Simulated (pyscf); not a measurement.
Thermochemistry of product channels of H₃Ge–GeH₃ (SMILES [GeH3][GeH3]) + O (SMILES [O]) [triplet] on the triplet surface, in eV, from ωB97M-D3(BJ)/def2-TZVP energies (ideal gas, 1 atm, RRHO with modes under 100 cm⁻¹ raised to 100, one conformer, R ln 2 for chiral ones without a mode under 150 cm⁻¹). Structures and frequencies: ωB97X-D3(BJ)/def2-SVP in PySCF.

| products | ΔE | ΔH(298 K) | ΔG(298 K) | ΔG(900 K) |
|---|---|---|---|---|
| HO–GeH•–GeH₃ (SMILES [OH][GeH][GeH3]) + H• (SMILES [H]) | -1.51 | -1.54 | -1.57 | -1.67 |
| :HGe–GeH₃ (SMILES [GeH][GeH3]) [triplet] + H₂O (SMILES O) | -2.50 | -2.35 | -2.52 | -2.82 |
| •O–GeH₃ (SMILES [O][GeH3]) + GeH₃• (SMILES [GeH3]) | -0.76 | -0.81 | -0.95 | -1.20 |
| GeH₂ (SMILES [GeH2]) [triplet] + HO–GeH₃ (SMILES [OH][GeH3]) | -2.12 | -2.08 | -2.22 | -2.48 |
| H₂Ge=GeH₂ (SMILES [GeH2]=[GeH2]) + OH• (SMILES [OH]) + H• (SMILES [H]) | +2.07 | +1.90 | +1.49 | +0.62 |
| •H₂Ge–O–GeH₃ (SMILES [GeH2][O][GeH3]) + H• (SMILES [H]) | -1.42 | -1.53 | -1.55 | -1.62 |

These are energies of the channels, which say nothing of barriers. •O–GeH₃ lies 1.43 eV over its isomer HO–GeH₂• (electronic energy, ωB97M-D3(BJ)/def2-TZVP). H₂Ge=GeH₂ may be a fragile minimum: a first optimisation, from another start, lost the drawn bonds. :HGe–GeH₃ [triplet] is an excited spin state, 0.89 eV over the singlet at ωB97X-D3(BJ)/def2-TZVP. GeH₂ [triplet] is an excited spin state, 1.18 eV over the singlet at ωB97X-D3(BJ)/def2-TZVP. Left out: orbital degeneracy and the spin-orbit lowering of OH, O. Elements up to Kr have no core potential and no relativistic terms here.
